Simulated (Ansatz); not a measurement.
in.yaml

```yaml
crystal:
  periodic: [false, false, false]
  atoms:
    - {symbol: Al, position_ang: [0.000000, 0.000000, 0.000000]}
    - {symbol: C, position_ang: [0.000000, 0.000000, 1.955903]}
basis:
  gaussian: {orbitals: cc-pVDZ}
magnetization: {spin_polarized: true, initial_magnetization: 3}
hamiltonian: {xc: {name: B3LYP}}
```

```sh
$ ansatz run in.yaml --threads 1 --pin off --events-out ev --progress --plain --max-ram 2393MiB
```

(1) Roughly how long does this take on 1 thread of Arm Neoverse N1, shared host, and how much host memory?

```
315 factors; integrals over basis functions are off by at most 6.0e-4 eV
mean field evaluation 1: about -7624.5869 eV, gradient 2.3e1 eV
mean field evaluation 2: about -7600.3525 eV, gradient 5.0e1 eV
mean field evaluation 4: about -7628.7454 eV, gradient 1.8e0 eV
mean field evaluation 8: about -7628.8082 eV, gradient 5.4e-2 eV
mean field evaluation 16: about -7628.8083 eV, gradient 6.6e-5 eV
mean field -7628.80825066 eV, -280.3535322198 hartree, gradient 6.6e-5 eV, S^2 3.754008; 0 other end points of the search recorded, 0 dependent functions left out
reference -7628.80841710 eV, -280.3535383365 hartree; 11, 8 occupied and 21, 24 virtual orbitals, 315 factors
Total energy: -7628.80841710 eV, -280.3535383365 hartree
```

Results:

(1) 1.2 s wall and 0.09 GiB.
